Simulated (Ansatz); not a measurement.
C₂H₂F₂, SMILES `C=C(F)F`, relaxed with RKS PBE0-D4/def2-TZVP in the Gaussian-basis code of Ansatz from a PBE-D4/def2-SVP geometry. The force threshold is 0.005 eV/Å; the program also tests the step.

Charge 0, multiplicity 1.

Start:

```xyz
6

C     0.009    0.720    0.174
C    -0.007   -0.579   -0.139
F     0.827   -1.488    0.347
F    -0.859   -1.147   -0.982
H    -0.724    1.396   -0.282
H     0.755    1.097    0.883
```

Task: How much energy does the relaxation release, and in how many steps? (Estimate.)

Result: Ansatz gave: 3.45 kJ/mol, in 5 steps.

Task: Which bonds change most? (Estimate.)

Result: Computed: C1–C2 from 1.336 to 1.315 Å; C1–H5 from 1.096 to 1.079 Å; C1–H6 from 1.096 to 1.079 Å; C2–F3 from 1.326 to 1.313 Å.

Task: Give the relaxed structure. (Estimate.)

Result: Ansatz gave: 
```xyz
6

C     0.009    0.711    0.171
C    -0.007   -0.567   -0.137
F     0.816   -1.471    0.342
F    -0.849   -1.134   -0.970
H    -0.712    1.377   -0.276
H     0.742    1.083    0.869
```
